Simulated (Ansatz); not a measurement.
The cluster Li₂O⁻ (the lowest doublet isomer of a short search). Total charge -1; doublet. Geometry PBE-D4/def2-TZVPD, basis def2-TZVPD, Ansatz.

```tsv
atom	x (Å)	y (Å)	z (Å)
Li1	1.291	-0.457	-0.621
Li2	-0.985	0.550	0.994
O3	-0.306	-0.093	-0.373
```

```csv
run,HOMO (eV),LUMO (eV)
A,1.01,1.55
B,0.47,2.60
C,0.88,1.55
D,0.79,1.98
```

B3LYP takes the VWN-RPA correlation. The structure comes from a short search, and lower isomers may exist.

HOMO and LUMO are taken over both spins.

Problem. The runs used B3LYP, BHLYP, PBE0, ωB97M-V. Estimate which is which.

Solution. A B3LYP (20 % exact exchange); B ωB97M-V (range-separated); C PBE0 (25 % exact exchange); D BHLYP (50 % exact exchange). Exact exchange lowers occupied and raises empty levels; among semilocal functionals meta-GGAs tend to open the gap a little, and such runs are hard to tell apart. The gap grows from 0.55 eV (B3LYP) to 2.13 eV (ωB97M-V). At B3LYP-D4/def2-TZVPD, ωB97M-V/def2-TZVPD, PBE0-D4/def2-TZVPD, BHLYP-D4/def2-TZVPD the highest occupied level of the charge -1 doublet lies above zero (up to 1.01 eV). Energy differences put its binding near zero (-0.04 eV; vertical, to the charge 0 singlet, at LC-ωPBE (ω = 0.30 bohr⁻¹)/def2-TZVPD), which leaves it undecided.
